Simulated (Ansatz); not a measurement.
This Ansatz (an electronic-structure program) input (MP2/cc-pwCVQZ) gives -77.28878 Eh with 228 basis functions. A basis named .json is the Basis Set Exchange file of that set (core-valence sets with the plain set on hydrogen).

Ansatz 0.2 input:
```yaml
crystal:
  periodic: [false, false, false]
  atoms:
    - {symbol: C, position_ang: [-0.00000000, -0.00000000, -0.59839493]}
    - {symbol: C, position_ang: [0.00000000, 0.00000000, 0.59839493]}
    - {symbol: H, position_ang: [0.00000000, 0.00000000, 1.66106699]}
    - {symbol: H, position_ang: [-0.00000000, -0.00000000, -1.66106699]}
basis:
  gaussian:
    orbitals: cc-pwCVQZ.json
magnetization: {spin_polarized: false}
correlation: {method: mp2, frozen_orbitals: {C: 0, H: 0}}
```

Change:
```diff
- orbitals: cc-pwCVQZ.json
+ orbitals: cc-pCVQZ.json
```

Question: What does the run give now?

Answer: -77.28912 Eh (MP2/cc-pCVQZ, 228 functions), a change of -0.34 mEh.
